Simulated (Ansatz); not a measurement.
Input file:

```yaml
crystal:
  periodic: [false, false, false]
  atoms:
    - {symbol: Si, position_ang: [0.000000, 0.000000, 0.000000]}
    - {symbol: B, position_ang: [0.000000, 0.000000, 4.516000]}
basis:
  gaussian: {orbitals: cc-pVDZ}
total_charge: 1
magnetization: {spin_polarized: false, initial_magnetization: 2}
correlation: {method: fci, electrons: outside_noble_gas}
```

```sh
$ ansatz run in.yaml --threads 1 --pin off --events-out ev --progress --plain --max-ram 2393MiB
```

Output:

```
550 factors; integrals over basis functions are off by at most 1.5e-7 eV
mean field evaluation 1: about -8519.4228 eV, gradient 6.0e0 eV
mean field evaluation 2: about -8519.4319 eV, gradient 6.0e0 eV
mean field evaluation 4: about -8519.3768 eV, gradient 5.3e0 eV
mean field evaluation 8: about -8519.4558 eV, gradient 4.5e0 eV
mean field evaluation 16: about -8519.9461 eV, gradient 3.4e-2 eV
mean field evaluation 32: about -8519.9462 eV, gradient 1.2e-6 eV
mean field evaluation 64: about -8519.7539 eV, gradient 3.8e-6 eV
mean field evaluation 96: about -8518.4374 eV, gradient 1.1e1 eV
mean field evaluation 128: about -8519.9396 eV, gradient 4.5e-1 eV
mean field evaluation 160: about -8519.6526 eV, gradient 1.3e-1 eV
mean field evaluation 192: about -8519.2112 eV, gradient 6.0e0 eV
mean field evaluation 224: about -8519.9444 eV, gradient 1.3e-1 eV
mean field evaluation 256: about -8519.9263 eV, gradient 8.7e-1 eV
mean field -8519.94619890 eV, -313.1022477827 hartree, gradient 5.1e-6 eV, S^2 2.000000; 18 other end points of the search recorded, 0 dependent functions left out
mean field evaluation 288: about -8517.3993 eV, gradient 1.1e1 eV
mean field evaluation 320: about -8520.1130 eV, gradient 9.2e-1 eV
mean field evaluation 352: about -8519.8481 eV, gradient 9.8e-2 eV
mean field evaluation 384: about -8519.8636 eV, gradient 2.8e-3 eV
mean field evaluation 416: about -8519.8511 eV, gradient 4.1e-1 eV
determinant -8519.94619890 eV, -313.1022477827 hartree, with singles and doubles -8523.30472152 eV, -313.2256712123 hartree
determinant -8519.75391707 eV, -313.0951815557 hartree, with singles and doubles -8522.99744138 eV, -313.2143788754 hartree
determinant -8519.65292210 eV, -313.0914700591 hartree, with singles and doubles -8522.91426565 eV, -313.2113222240 hartree
determinant -8519.94619890 eV, -313.1022477827 hartree, with singles and doubles -8523.30706181 eV, -313.2257572164 hartree
determinant -8519.75391707 eV, -313.0951815557 hartree, with singles and doubles -8522.99679329 eV, -313.2143550588 hartree
determinant -8519.65292210 eV, -313.0914700591 hartree, with singles and doubles -8522.93160685 eV, -313.2119595013 hartree
6 core orbitals not correlated: weight in the atoms' cores, before any rotation towards them, 1.000 or more for the frozen orbitals, at most 0.000 for the correlated occupied ones
reference -8519.94619890 eV, -313.1022477827 hartree; 4, 2 occupied and 22, 24 virtual orbitals, 550 factors
state -8523.42046546 eV, -313.2299247236 hartree
Total energy: -8523.42046546 eV, -313.2299247236 hartree
```

Natural occupations: 1.9058 1.8580 0.9773 0.9759 0.0583 0.0553 0.0524 0.0422 0.0119 0.0101 0.0093 0.0088 0.0065 0.0058 0.0045 0.0037 0.0035 0.0031 0.0030 0.0029 0.0005 0.0004 0.0002 0.0002.

Ran on 1 thread of Arm Neoverse V1, shared host: 20 s wall, 0.24 GiB peak host memory.
